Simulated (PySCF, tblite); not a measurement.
Compound: C3H5FOS.
Atom-mapped SMILES: `[O:1]=[S@@:2]1[CH2:3][CH2:4][C@@H:5]1[F:6]` (hydrogens: H7, H8 on C3; H9, H10 on C4; H11 on C5)

Computed with GFN2-xTB (tblite), gas phase: Langevin dynamics at 600 K from the optimised GFN2-xTB geometry, time step 0.5 fs, friction 0.01 fs⁻¹, 2000 steps. Over the second half of the run the saved frames average 653 K.

Frame at 250 fs, instantaneous temperature 638 K:
```
atom  x, y, z in Å
O1      0.430    1.919    0.852
S2      0.204    0.991   -0.198
C3     -1.204   -0.229    0.003
C4     -0.254   -1.343   -0.527
C5      0.973   -0.789   -0.070
F6      1.248   -1.031    1.259
H7     -2.097   -0.037   -0.601
H8     -1.557   -0.541    0.935
H9     -0.454   -2.332   -0.042
H10    -0.284   -1.535   -1.636
H11     1.744   -1.292   -0.667
```

Frame at 425 fs, instantaneous temperature 622 K:
```
atom  x, y, z in Å
O1      0.737    1.024    1.392
S2      0.587    0.603    0.048
C3     -1.062   -0.402   -0.123
C4     -0.363   -1.676   -0.452
C5      1.038   -1.279   -0.107
F6      1.641   -1.847    0.973
H7     -1.789   -0.041   -0.847
H8     -1.526   -0.602    0.944
H9     -0.676   -2.517    0.186
H10    -0.352   -1.949   -1.472
H11     1.660   -1.590   -0.952
```

Frame at 625 fs, instantaneous temperature 502 K:
```
atom  x, y, z in Å
O1      1.278    0.634    1.819
S2      1.271    0.351    0.409
C3     -0.316   -0.482   -0.140
C4      0.403   -1.582   -0.829
C5      1.712   -1.550    0.026
F6      1.654   -2.320    1.164
H7     -0.844    0.222   -0.941
H8     -1.181   -0.788    0.386
H9      0.067   -2.587   -0.821
H10     0.761   -1.242   -1.876
H11     2.533   -2.033   -0.566
```

Frame at 800 fs, instantaneous temperature 759 K:
```
atom  x, y, z in Å
O1      0.342    0.606    1.666
S2      0.546    0.876    0.233
C3     -0.685   -0.248   -0.614
C4      0.408   -1.269   -0.991
C5      1.554   -0.622   -0.219
F6      2.187   -1.322    0.790
H7     -1.187    0.351   -1.400
H8     -1.317   -0.700    0.132
H9      0.216   -2.313   -0.530
H10     0.694   -1.342   -2.112
H11     2.434   -0.418   -0.948
```

Frame at 1000 fs, instantaneous temperature 934 K:
```
atom  x, y, z in Å
O1      0.111    0.497    1.465
S2     -0.047    0.860   -0.005
C3     -0.924   -0.722   -0.676
C4      0.321   -1.469   -0.868
C5      1.252   -0.289   -0.886
F6      2.464   -0.388   -0.270
H7     -1.409   -0.396   -1.570
H8     -1.569   -1.150    0.045
H9      0.555   -2.130   -0.066
H10     0.234   -2.132   -1.746
H11     1.448    0.004   -1.912
```

**Question.** What do single points at PBE0/def2-SVPD (PySCF, gas phase, TDDFT, vertical, frozen core in the response) give on these frames?

**Answer.** 
| t (fs) | GFN2-xTB E above start (eV) | DFT E above lowest frame (eV) | HOMO (eV) | LUMO (eV) | dipole (D) | S1 (eV) | f(S1) |
| --- | --- | --- | --- | --- | --- | --- | --- |
| 250 | 0.76 | 0.53 | -6.94 | -0.28 | 4.60 | 5.11 | 0.014 |
| 425 | 0.54 | 0.43 | -6.98 | -0.46 | 4.37 | 5.01 | 0.023 |
| 625 | 0.88 | 0.75 | -7.06 | -0.55 | 4.47 | 4.99 | 0.020 |
| 800 | 0.61 | 0.32 | -6.97 | -0.72 | 4.79 | 4.61 | 0.008 |
| 1000 | 0.44 | 0.00 | -7.09 | -0.95 | 4.94 | 4.59 | 0.018 |

The two levels order the frames alike by energy but for pairs within 0.08 eV at one level; measured from each level's lowest frame they differ by 0.33 eV at most. The HOMO–LUMO gap runs from 6.14 to 6.66 eV. These are instantaneous structures, not minima.

What follows is the cost of the whole dynamics run. On Arm Neoverse V2, one thread, shared host with 96 logical CPUs at a one-minute load of 52, this took 6.7 s and 0.18 GiB of memory at its peak.
